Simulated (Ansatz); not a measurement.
Litharge SnO was calculated with HSE06-D3(BJ) (PAW; Ansatz, a first-principles code).

Run with plane-wave cutoff 520 eV, 8×8×6 k mesh (along the axes of the cell as run), Fermi–Dirac smearing 0.01 eV, scalar-relativistic PAW data made under PBE.

Starting structure:

```xyz
4
Lattice="3.8000 0.0000 0.0000 0.0000 3.8000 0.0000 0.0000 0.0000 4.8400" Properties=species:S:1:pos:R:3 pbc="T T T"
Sn     1.9000     0.0000     3.6881
Sn     0.0000     1.9000     1.1519
O      1.9000     1.9000     0.0000
O      0.0000     0.0000     0.0000
```

Q: Into what structure does the relaxation of cell and atoms lead at this level, with the symmetry of the start kept?

A: The volume decreases by 5.6 %; final space group P4/nmm.
```xyz
4
Lattice="3.7628 0.0000 0.0000 0.0000 3.7628 0.0000 0.0000 0.0000 4.6617" Properties=species:S:1:pos:R:3 pbc="T T T"
Sn     1.8814     0.0000     3.5182
Sn     0.0000     1.8814     1.1434
O      1.8814     1.8814     0.0000
O      0.0000     0.0000     0.0000
```

Note: the solid has no gap at this level, which affects its response; the run warned that the count of filled bands differs between k points.
